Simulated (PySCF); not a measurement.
# Constants of LiO, step by step

State: ²Π, doublet, unpaired electrons π ↑. De refers to Li + O. ROHF-based CCSD(T) in PySCF 2.14 with Li cc-pVTZ, O cc-pVTZ and Li cc-pVQZ, O cc-pVQZ (frozen core orbitals: 2; no relativity). Correlation energies are extrapolated as n⁻³ (n = 3, 4), Hartree–Fock as (n+1)·exp(−9√n). CV is the change on freezing 0 orbitals instead, in Li cc-pCVTZ, O cc-pwCVTZ. SR is the spin-free X2C energy in Li cc-pVTZ-DK, O cc-pVTZ-DK less the non-relativistic one in Li cc-pVTZ, O cc-pVTZ.

```
            Level  Re (Å)  ωe (cm⁻¹)  ωexe (cm⁻¹)  αe (cm⁻¹)  De (eV)
       CCSD(T)/TZ  1.7058      807.8         6.44     0.0168    3.421
       CCSD(T)/QZ  1.7009      809.1         6.80     0.0174    3.580
           HF/CBS  1.6721      858.5         7.09     0.0174    1.869
          MP2/CBS  1.7028      805.7         6.75     0.0174    3.745
         CCSD/CBS  1.6959      817.8         6.82     0.0174    3.548
      CCSD(T)/CBS  1.7016      806.7         6.81     0.0175    3.668
   CCSD(T)/CBS+CV  1.6921      812.1         6.78     0.0176    3.688
CCSD(T)/CBS+CV+SR  1.6886      818.1         6.86     0.0176    3.682
```

Question: How much is left between CCSD(T)/QZ and the basis-set limit, and how much do the triples give at the limit?

Answer: CCSD(T)/CBS less CCSD(T)/QZ: +0.7 mÅ in Re, -2.4 cm⁻¹ in ωe and +0.088 eV in De. CCSD(T)/CBS less CCSD/CBS: +5.7 mÅ in Re, -11.1 cm⁻¹ in ωe and +0.120 eV in De.

Question: What do the later terms add?

Answer: CV: -9.5 mÅ in Re, +5.4 cm⁻¹ in ωe and +0.020 eV in De; SR: -3.5 mÅ in Re, +6.0 cm⁻¹ in ωe and -0.006 eV in De, each against the row above.

The T1 diagnostic is 0.021. The state was picked by a PBE0 search and need not be the measured ground state. Spin–orbit coupling, excitations beyond (T) and corrections to the Born–Oppenheimer picture are left out.

The whole job (state search and all basis sets along the bond) took about 6.1 min on 4 threads of Intel Xeon 6975P-C (shared host), peak memory 7.6 GiB.
